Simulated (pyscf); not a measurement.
This saddle point was located with ωB97X-D3(BJ)/def2-SVP in PySCF.

```xyz
13

C     -1.4888    -1.3164    -0.6286
Ga    -0.5985    -0.5125     0.9120
H     -0.7478    -1.6284    -1.3822
H     -2.1765    -0.5954    -1.0949
H     -2.0629    -2.2087    -0.3328
H     -1.7922     0.4484     1.8892
H      0.4857    -1.0734     1.8858
O     -0.2869     1.4362     0.6263
Si     1.0390     2.4268     0.8517
H     -1.2219     1.1639     1.4272
H      0.7676     3.7750     0.2797
H      1.3492     2.5701     2.3052
H      2.2130     1.8176     0.1612
```
Charge 0, spin multiplicity 1.

Surface: singlet, charge 0. Lowest wavenumbers (cm⁻¹): 1331i, 55, 59, 65, 97.

Problem. What reaction is this the transition state of?

Solution. H₃C–GaH₂ + silanol (HO–SiH₃) ⇌ H₃C–GaH–O–SiH₃ + hydrogen (H₂), a four-centre exchange read from left to right: Ga–H, H–O broken and Ga–O, H–H formed. At ωB97M-D3(BJ)/def2-TZVP it lies +30.7 kJ/mol from the left side and +100.0 kJ/mol from the right (each side as separated species at their lowest minima found). On the reactant side the descent ends in an adduct with a Ga–O contact, 62.6 kJ/mol under the separated species and 83.0 kJ/mol under the saddle at ωB97X-D3(BJ)/def2-TZVP. What is counted as formed (Ga–O) is already present as a longer contact in the reactant adduct; forming that adduct is a step of its own. At the saddle there is also a short Ga–H contact that neither side keeps. At ωB97X-D3(BJ) the barrier from the zero used here is 20.4 kJ/mol. One saddle was located; it need not be the lowest between these sides. Elements up to Kr have no core potential and no relativistic terms here.
